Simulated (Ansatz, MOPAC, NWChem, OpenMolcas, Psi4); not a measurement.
## Si2NH6 (SMILES N[SiH][SiH3]): the zero-point energy at each level's own minimum, rung by rung

The runs start from one conformer, not always the lowest.

Si2NH6, doublet, SMILES `N[SiH][SiH3]`. Each level relaxes the structure for itself.

Quantity: the zero-point energy at each level's own minimum, in kJ/mol. The values are calculated.

```json
{"level": "PM6", "kind": "semi-empirical", "program": "MOPAC", "value (kJ/mol)": "140.8"}
{"level": "PM6-D3", "kind": "semi-empirical", "program": "MOPAC", "value (kJ/mol)": "140.8"}
{"level": "PM6-D3H4", "kind": "semi-empirical", "program": "MOPAC", "value (kJ/mol)": "141.5"}
{"level": "PM6-DH+", "kind": "semi-empirical", "program": "MOPAC", "value (kJ/mol)": "140.8"}
{"level": "UHF/3-21G", "kind": "Hartree–Fock", "program": "OpenMolcas", "value (kJ/mol)": "161.7"}
{"level": "UHF/6-31G* (spherical functions)", "kind": "Hartree–Fock", "program": "NWChem", "value (kJ/mol)": "164.9"}
{"level": "UHF/6-31G* (Cartesian functions)", "kind": "Hartree–Fock", "program": "OpenMolcas", "value (kJ/mol)": "165.2"}
{"level": "UPBE0-D4/def2-TZVP", "kind": "global hybrid", "program": "Ansatz", "value (kJ/mol)": "153.4"}
{"level": "U-wB97X-D/def2-SVP (density fitting)", "kind": "range-separated hybrid", "program": "Psi4", "value (kJ/mol)": "154.7"}
```

Harmonic and unscaled. The values span 140.8 to 165.2 kJ/mol.
